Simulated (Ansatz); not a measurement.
**Ti₃P₂: from a trial structure to a relaxed crystal**

The calculation used DFT PBE, scalar-relativistic, plane waves, PAW (Ansatz 0.2.0).

The start puts Ti₃P₂ on the A-type sesquioxide structure type (P-3m1, No. 164), with P in place of La, Ti in place of O, at a guessed volume.

Input of the last, converged step (default PAW datasets):

```yaml
crystal:
  lattice:
    - [3.8615167301, 0.0, 0.0]
    - [-1.9307583651, 3.3441715854, 0.0]
    - [0.0, 0.0, 6.2486367795]
  atoms:
    - { symbol: Ti, position: [0.0, 0.0, 0.0] }
    - { symbol: Ti, position: [0.3333333333, 0.6666666667, 0.6415774313] }
    - { symbol: Ti, position: [0.6666666667, 0.3333333333, 0.3584225687] }
    - { symbol: P, position: [0.3333333333, 0.6666666667, 0.2188694537] }
    - { symbol: P, position: [0.6666666667, 0.3333333333, 0.7811305463] }
basis:
  ecutwfc: 420
kpoints:
  mp_grid: { grid: [12, 12, 6] }
hamiltonian:
  xc: pbe
scf:
  occupations: { method: gaussian, width: 0.1 }
output:
  forces: true
  stress: true
  eigenvalues: true
relax:
  adjacent_minimum: "off"
  f_tol: 0.01
  max_steps: 80
  cell: { stress_tol: 0.05 }
```

Launched as:

```bash
ansatz run input.yaml --threads 1 --pin off --max-ram 2560MiB --backend cpu --events-out ev --progress --plain --runs-dir out
```

Time: 83 s on 1 thread of Intel(R) Xeon(R) Platinum 8259CL CPU @ 2.50GHz (Skylake/Cascade Lake), with other jobs on the host, peak memory 0.53 GiB.

End of the output:

```
SCF converged after 9 iterations
Free energy (F): -9015.125445 eV
Harris-Foulkes:  -9015.125445 eV  (|F-HF|=0.00e0)
Internal energy: -9015.116564 eV  (E = F + TS)
E sigma→0 (E₀):  -9015.121004 eV
Entropy (-TS):   -0.008881 eV (-1.776 meV/atom)
Fermi energy:    12.648889 eV
--- Per-component energies (eV) ---
  E_band       = -454.609156
  E_kinetic    = 966.331413
  E_local      = -2850.543369  (includes V_loc(G=0)·N_el)
  E_nonlocal   = 93.029570
  E_hartree    = 1179.576028
  E_xc         = -419.751266
  E_vxc        = -493.269424  (∫ρ·V_xc dr)
  E_paw        = -4282.720596  (= ΣΔE_a)
  E_vpaw       = -529.309780  (= ΣTr[D̂ρ^β])
  E_aug_tail   = 0.000381  (compensation charges beyond the density's cutoff)
  E_ewald      = -3701.038724
  E_smearing   = -0.008881  (= −TS)
  E_closure    = 0.000000  (closes the sum)
  Σ components = -9015.125445   (vs F -9015.125445, Δ=0.00e0)
--- Forces (eV/Å), atoms counted from 1 ---
  atom   1  Ti     0.00000000     0.00000000     0.00000000
  atom   2  Ti     0.00000000     0.00000000     0.00113170
  atom   3  Ti     0.00000000     0.00000000    -0.00113170
  atom   4  P      0.00000000     0.00000000    -0.00474402
  atom   5  P      0.00000000     0.00000000     0.00474402
  max |Σ_I F_I| component: 5.44e-17 eV/Å
--- Stress (GPa, compression-positive) ---
       -0.004990       0.000000       0.000000
        0.000000      -0.004990       0.000000
        0.000000       0.000000       0.014975
  P = ⅓ Tr σ = 0.0017 GPa (0.017 kbar)
--- Relaxed structure (4 steps of the walk, 4 accepted, 1 SCFs on fresh bases) ---
  F+E_penalty+E_count = -9015.12544451 eV   max|allowed force component| = 4.744e-3 eV/Å   (the final SCF, on the basis selected at the relaxed cell)
  cell:  # Å, volume = 80.5408 Å³
    - [3.859743, 0.000000, 0.000000]
    - [-1.929872, 3.342636, 0.000000]
    - [0.000000, 0.000000, 6.242640]
  atoms:
    - { symbol: Ti, position: [0.000000, 0.000000, 0.000000] }
    - { symbol: Ti, position: [0.333333, 0.666667, 0.641332] }
    - { symbol: Ti, position: [0.666667, 0.333333, 0.358668] }
    - { symbol: P, position: [0.333333, 0.666667, 0.218186] }
    - { symbol: P, position: [0.666667, 0.333333, 0.781814] }
```

Total energies depend on the potentials used, so only differences within one code and one set of settings carry meaning.

The result has space group P-3m1 (No. 164). Around Ti on Wyckoff site a (1 atom of the primitive cell) lie 6 P at 2.61 Å and 6 Ti at 3.16 Å; Ti on Wyckoff site d (2 atoms of the primitive cell) is coordinated by 3 P at 2.39 Å, 1 P at 2.64 Å, 3 Ti at 2.84 Å and 3 Ti at 3.16 Å; P is coordinated by 3 Ti at 2.39 Å and 4 Ti at 2.61–2.64 Å.

Against the elements it lies at -0.95 eV/atom. Energies over the elements count from the elements' standard structures at the same level, with no empirical corrections.

The k mesh leaves about 4 meV/atom of noise in metals.

Symmetry constrained the relaxation, so the result can be a saddle point.